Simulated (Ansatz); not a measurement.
# B2H+ (triplet): the correlation ladder, cc-pVTZ

An exercise on one series of results from a longer session: the logs are not shown, and one member is left open.

The runs use Ansatz 0.2.0, Gaussian basis; cc-pVTZ, core rule «outside noble gas», up to 2 orbitals frozen.

The runs, in order: UHF; CCSD(T) on ROHF; CCSD(T) on UHF; BCCD(T) on ROHF; CCSDT(Q) on ROHF; CCSDT(Q) on UHF.

16 further runs of the same task are left out: 4 for a known fault of the program, 2 that didn't finish, 10 set aside as unsound or not needed.

## The geometry

The geometry is a PBE0/def2-TZVP stationary point (not a proven minimum) of the parent state, kept for this charge and spin.

3 atoms, charge 1, spin multiplicity 3.

Atoms are counted from 1 here; the program's logs count them from 0.

Bond lengths: B1–B2 1.523 Å, B1–H3 1.177 Å. Angles: B2–B1–H3 180.0°.

The first run:

in.yaml

```yaml
crystal:
  periodic: [false, false, false]
  atoms:
    - {symbol: B, position_ang: [0.000000, 0.000000, 0.115089]}
    - {symbol: B, position_ang: [0.000000, 0.000000, -1.407623]}
    - {symbol: H, position_ang: [0.000000, 0.000000, 1.292533]}
basis:
  gaussian: {orbitals: cc-pVTZ}
total_charge: 1
magnetization: {spin_polarized: true, initial_magnetization: 2}
hamiltonian: {xc: hf}
output: {orbitals: {seedname: orbitals}}
```

The run is started by

```
$ ansatz run in.yaml --threads 1 --pin off --events-out ev --progress --plain --max-ram 2393MiB
```

Among the steps run: UHF; CCSD(T) on ROHF; CCSD(T) on UHF; BCCD(T) on ROHF; CCSDT(Q) on ROHF; CCSDT(Q) on UHF.

One of the session's tables, all rows but one given; the rest of the session is left out.

| method | from UCCSDT(Q) (meV) |
| --- | --- |
| ROHF | +3447.1 |
| UHF | +3395.9 |
| RMP2 | +773.3 |
| UMP2 | +773.5 |
| RCCSD | +118.2 |
| UCCSD | +116.4 |
| RCCSD(T) | ? |
| UCCSD(T) | +25.6 |
| BCCD(T) | +25.5 |
| RCCSDT | +3.2 |
| UCCSDT | +2.7 |
| RCCSDT(Q) | +0.5 |
| UCCSDT(Q) | 0 |

**Question.** Estimate the row for RCCSD(T).

The run gave: from UCCSDT(Q) (meV): +26.1. In the column «from UCCSDT(Q) (meV)» it lies between UCCSD(T) (+25.6) and UCCSD (+116.4).

Caveats from the session: Restricted and unrestricted rows rest on different reference determinants; where their highest levels disagree by more than a few hundredths of an eV, they describe different states and don't form one ladder.
